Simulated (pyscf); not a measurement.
H₃Ge–SnH₂• + CH₄ -> H₃Ge–SnH₃ + CH₃•, a hydrogen abstraction (doublet surface; C–H broken, H–Sn formed). Structures and frequencies: ωB97X-D3(BJ)/def2-SVP in PySCF. Energies in eV from the separated reactants.

Small-basis levels: PySCF, no dispersion term, spherical d functions. AM1 to PM7: differences of heats of formation from MOPAC, which are fitted to 298 K values and so differ in kind from electronic energies by zero-point and thermal terms. GFN2-xTB: tblite. Open shells are spin-unrestricted. 

| level | barrier | reaction energy |
|---|---|---|
| HF/6-31G*+LANL2DZ | 1.68 | +1.28 |
| MP2/6-31G*+LANL2DZ | 1.92 | +1.68 |
| SVWN5/6-31G*+LANL2DZ | 1.54 | +1.89 |
| BP86/6-31G*+LANL2DZ | 1.57 | +1.61 |
| B3LYP/6-31G*+LANL2DZ | 1.63 | +1.56 |
| B3LYP/6-311+G**+LANL2DZ | 1.54 | +1.42 |
| B3LYP/def2-SVP | 1.60 | +1.54 |
| GFN2-xTB | 1.79 | +1.98 |
| PM6 | 1.08 | +1.00 |
| ωB97M-D3(BJ)/def2-TZVP | 1.63 | +1.52 |

Against the last row the barrier runs from -0.55 (PM6) to +0.29 eV (MP2/6-31G*+LANL2DZ). At SVWN5/6-31G*+LANL2DZ, BP86/6-31G*+LANL2DZ, GFN2-xTB this geometry lies under one side, so the entry may be no barrier of that level: it is a single point on another level's saddle. ωB97M-D3(BJ)/def2-TZVP has limits of its own. One saddle was located; it need not be the lowest between these sides. The angle at the transferred H is 180°. In the def2 sets elements up to Kr have no core potential. In the def2 sets elements past Kr carry core potentials, without spin-orbit coupling.
